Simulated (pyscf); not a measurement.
A first-order saddle from PySCF, ωB97X-D3(BJ)/def2-SVP:

```xyz
8

Cl    -0.3606     1.4072     1.2014
Ta    -1.1923    -0.2404    -0.1794
Cl    -1.8348    -1.2192    -2.1651
Cl    -3.3337     0.3528     0.2962
Cl    -0.8196    -2.0799     1.0931
H     -0.4396     0.9620    -1.4467
F      0.8490    -0.5660    -0.8212
H      0.3864     0.3543    -1.3356
```

Surface: singlet, charge 0. Lowest wavenumbers (cm⁻¹): 938i, 60, 109, 124, 149.

### Question
Which two sides does it connect, and which bonds change?

### Answer
`[Cl][TaH]([Cl])([Cl])[Cl]` + `[FH]` <-> `[F][Ta]([Cl])([Cl])([Cl])[Cl]` + `[H][H]`, a four-centre exchange read from left to right: H–Ta, F–H broken and F–Ta, H–H formed. At ωB97M-D3(BJ)/def2-TZVP it lies +0.12 eV from the left side and +1.51 eV from the right (each side as separated species at their lowest minima found). On the reactant side the descent ends in an adduct with a F–Ta contact, 0.26 eV under the separated species and 0.30 eV under the saddle at ωB97X-D3(BJ)/def2-TZVP. What is counted as formed (F–Ta) is already present as a longer contact in the reactant adduct; forming that adduct is a step of its own. At the saddle there is also a short H–Ta contact that neither side keeps. This is the saddle that the search found; another between the same sides may lie lower. Elements past Kr carry the def2 core potentials, without spin-orbit coupling.
